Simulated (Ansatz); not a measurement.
# H4OSi: the cost of one run

Method: RKS PBE0/def2-TZVP, in Ansatz 0.2.0.

1 further run of the same task is left out (it didn't finish).

### Step 1. The system as given

Bond lengths: Si1–H2 1.562 Å, Si1–H4 1.470 Å, Si1–H5 1.463 Å, O3–H6 0.958 Å. Angles: H2–Si1–H4 118.4°, H2–Si1–H5 123.9°, H4–Si1–H5 103.0°.

Coordinates:

```xyz
6

Si   -0.5968    0.4949   -0.5280
H     0.9262    0.1626   -0.6208
O     1.1550   -0.2873    0.5641
H    -1.5512   -0.6192   -0.4333
H    -1.1602    1.4890    0.3856
H     1.2270   -1.2400    0.6326
```

### Step 2. Pulling towards end A

Springs on the bonds that form and break draw the guess towards this end; the thresholds are loose.

input.yaml reads:

```yaml
crystal:
  periodic: [false, false, false]
  atoms:
    - { symbol: Si, position_ang: [-0.5968, 0.4949, -0.528] }
    - { symbol: H, position_ang: [0.9262, 0.1626, -0.6208] }
    - { symbol: O, position_ang: [1.155, -0.2873, 0.5641] }
    - { symbol: H, position_ang: [-1.5512, -0.6192, -0.4333] }
    - { symbol: H, position_ang: [-1.1602, 1.489, 0.3856] }
    - { symbol: H, position_ang: [1.227, -1.24, 0.6326] }
basis:
  gaussian: { orbitals: def2-TZVP }
hamiltonian:
  xc: pbe0
relax:
  f_tol: 0.15
  max_steps: 25
  restrain:
    - { distance: [0, 1], at: 2.72, k: 30.0 }
    - { distance: [0, 2], at: 3.07, k: 30.0 }
    - { distance: [1, 2], at: 0.97, k: 30.0 }
output:
  orbitals: {}
```

Launch:

```sh
> ansatz run input.yaml --threads 2 --pin off --max-ram 3072MiB --backend cpu --events-out ev --progress --plain --runs-dir out
```

Q: Estimate wall time and peak memory on 2 threads of Arm Neoverse V1, shared host.

About 7.7 s, with a peak of 0.13 GiB.
